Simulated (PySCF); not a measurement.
Homolysis of single bonds, series Si OH-H. Isolated molecules, 0 K electronic values unless said otherwise. One relaxed conformer stands for each flexible species; it need not be the lowest. Strings in code marks are SMILES. All members: neutral, multiplicity 1. Level: B3LYP-D3(BJ)/def2-TZVP // PBE0-D4/def2-TZVP (PySCF), beside PBE-D3(BJ)/def2-TZVP // PBE0-D4/def2-TZVP (PySCF) at the same geometries. B3LYP has the VWN-RPA correlation part, as in Gaussian.  Orbital energies are measured against the vacuum level.

| species | HOMO, PBE (eV) | HOMO, B3LYP-D3(BJ) (eV) |
|---|---|---|
| `[SiH4]` | -8.51 | -9.66 |
| `O[SiH2]O` (H–O–Si–O torsion -66°, O–Si–O–H torsion -66°) | -7.37 | -8.68 |
| `O[Si](O)(O)O` | -7.33 | withheld |
| `O[SiH](O)O` | -7.23 | -8.59 |
| `O[SiH3]` | -7.21 | -8.52 |

Fit y = a + b·x, y being the HOMO at the first level, to the 4 complete rows by least squares, with x = the PBE value in eV. Give a, b and the rms residual, and predict the withheld value.

Means of the 4 rows: x̄ = -7.58, ȳ = -8.8625 eV. Σ(x − x̄)² = 1.1684 and Σ(x − x̄)(y − ȳ) = 1.0021, so b = 0.858 and a = ȳ − b·x̄ = -2.359 eV. The rms residual is 0.019 eV. At x = -7.33 the line gives -8.65 eV. The run for `O[Si](O)(O)O` gave -8.83 eV, so the line is off by 0.18 eV, more than twice the rms residual.

Codes: PySCF.
